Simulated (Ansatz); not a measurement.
A nudged elastic band was laid between two geometries of H₃S₂Si (6 atoms, charge -1, multiplicity 1).

Method: RKS B3LYP/def2-SVP in Ansatz 0.2.0.

| Property | Result |
| --- | --- |
| movable images | 9 |
| climbing image | yes |
| spring | 5.0 eV/Å² |
| optimiser | quadratic models (default) |
| start path | IDPP |
| force threshold | 0.05 eV/Å |
| iteration limit | 60 |
| end points | relaxed |

First end point:

```xyz
6
Properties=species:S:1:pos:R:3
S -2.419 0.526 -0.148
Si -0.456 0.063 -0.358
S 0.682 0.032 1.594
H -0.097 -1.295 -0.937
H 0.411 0.986 -1.199
H 1.879 -0.311 1.050
```

Last end point:

```xyz
6
Properties=species:S:1:pos:R:3
S -2.046 0.736 0.125
Si -0.284 -0.064 -0.497
S 1.237 -0.516 1.116
H -0.274 -1.435 -1.149
H 0.523 0.758 -1.485
H 0.844 0.522 1.890
```

Q: Which bonds break or form, and what moves?

A: No bond is made or broken. The dihedral S1–Si2–S3–H6 goes from 179 to -32°.

Q: What energy profile does the band end with?

A: The forces met the threshold. The highest image is number 4 of 0 to 10, 0.035 eV above the first end and 0.091 eV above the last; the last end lies 0.057 eV below the first. A vibrational analysis at the climbing image gives one clearly imaginary mode, 171i cm⁻¹: a first-order saddle point. Limits of this set-up: an anion without diffuse functions, the dipole of an ion depends on the origin.

| image | path coordinate (Å) | energy (eV) | dihedral S1–Si2–S3–H6 (°) |
| --- | --- | --- | --- |
| 0 | 0.00 | 0.000 | 179 |
| 1 | 0.25 | 0.004 | -167 |
| 2 | 0.50 | 0.015 | -153 |
| 3 | 0.74 | 0.028 | -138 |
| 4 | 0.99 | 0.035 | -123 |
| 5 | 1.25 | 0.028 | -107 |
| 6 | 1.51 | 0.008 | -91 |
| 7 | 1.77 | -0.017 | -76 |
| 8 | 2.02 | -0.039 | -61 |
| 9 | 2.28 | -0.053 | -47 |
| 10 | 2.54 | -0.057 | -32 |

Q: What is the geometry of the highest image?

A: 
```xyz
6
Properties=species:S:1:pos:R:3
S -2.272 0.868 -0.118
Si -0.464 -0.020 -0.359
S 0.759 -0.446 1.519
H -0.461 -1.390 -1.009
H 0.608 0.718 -1.144
H 1.831 0.270 1.110
```

Q: What are the harmonic wavenumbers there?

A: 171i, 182, 390, 525, 630, 686, 751, 881, 994, 2016, 2059, 2662 cm⁻¹.

Time of the run: 46 s on 1 thread of AMD EPYC 9R45 96-Core Processor (Zen 5), on a shared host, peak memory 0.15 GiB.
